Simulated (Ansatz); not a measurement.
Compare A (`CCCC#N`) with its isomer B (`C=CC(=C)N`).

Gas-phase electronic energies from Ansatz, PBE0-D4/def2-TZVP geometries. CCSD(T)/CBS is the MP2 limit (def2-TZVPP, def2-QZVPP) plus CCSD(T) − MP2 in def2-TZVPP, frozen cores. DFT in def2-TZVPP. B3LYP here is the variant with VWN-RPA as its local correlation; programs differ in this. One conformer a species, not always the lowest.

A:

```xyz
12

C    -0.4782    1.5225   -0.1779
C    -0.0188    0.2661    0.5377
C     0.2156   -0.8848   -0.4414
C     0.6573   -2.1014    0.2199
N     1.0057   -3.0526    0.7634
H    -0.6423    2.3371    0.5296
H    -1.4160    1.3539   -0.7140
H     0.2652    1.8592   -0.9056
H     0.9062    0.4579    1.0879
H    -0.7613   -0.0435    1.2780
H    -0.7028   -1.1088   -0.9933
H     0.9694   -0.6056   -1.1844
```

B:

```xyz
12

C     0.386    1.587    1.046
C     0.716    0.704    0.106
C    -0.066   -0.470   -0.274
C     0.457   -1.379   -1.112
N    -1.312   -0.605    0.321
H     1.022    2.436    1.261
H    -0.508    1.481    1.652
H     1.639    0.834   -0.449
H     1.467   -1.264   -1.479
H    -0.094   -2.261   -1.418
H    -1.816    0.260    0.432
H    -1.890   -1.324   -0.085
```

(1) Which isomer does CCSD(T)/CBS put lower? Give the gap. (Best estimate.)

(2) Give E(B) − E(A) in kcal/mol with B3LYP-D4, BLYP-D4, B2PLYP, CCSD(T)/def2-TZVPP, PBE0-D4, PBE-D4, MP2/def2-TZVPP. (Estimate.)

(3) Does the order hold for the free energy at 298.15 K (harmonic terms from PBE0-D4)? (An estimate is asked.)

Largest T1 diagnostic: 0.012.

## Answers

(1) Computed: A, by 18.8 kcal/mol.

(2) Ansatz gave: B3LYP-D4 15.2, BLYP-D4 14.1, B2PLYP 19.5, CCSD(T)/def2-TZVPP 21.0, PBE0-D4 15.4, PBE-D4 13.7, MP2/def2-TZVPP 23.1. None reverses the order clearly.

(3) Ansatz gave: Yes: G(B) − G(A) = +19.2 kcal/mol, for one conformer each.

At CCSD(T), def2-SVP lies +5.7 kcal/mol from the extrapolated value and def2-TZVPP +2.2 kcal/mol. Leaving LDA and LC-ωPBE aside and taking each functional with its dispersion term where it has one, the values, not all of them listed here, spread over 6.8 kcal/mol, from PBE-D4 to ωB97X-V. LDA lies −6.3 kcal/mol from PBE without D4.
